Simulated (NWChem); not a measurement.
Correlation energy of propyne (C3H4)

SMILES: C(#C)C
```xyz
7

C      1.2234    -0.1960     0.0000
C     -0.2116     0.0353     0.0000
C     -1.4074     0.2252     0.0000
H      1.4491    -1.2737     0.0000
H      1.6966     0.2476     0.8898
H      1.6966     0.2476    -0.8898
H     -2.4686     0.3908     0.0000
```
Charge 0, spin multiplicity 1.

Everything below was run with NWChem. All single points use one geometry, from PBE0/def2-SVP, a minimum by its harmonic frequencies.

Basis set: cc-pVDZ. Each correlation energy counts from its own Hartree-Fock reference.

The correlated methods keep 3 core orbitals frozen. Coupled-cluster values serve here as a point of comparison, not as the truth.

Task: For the correlation energy, RI-MP2 gives -397.8 mHa and CCSD+T(CCSD) gives -443.6 mHa. What do SCS-MP2, CR-CCSD(T), CCSD(T) give?

Result: SCS-MP2: -395.0 mHa; CR-CCSD(T): -439.2 mHa; CCSD(T): -443.0 mHa.
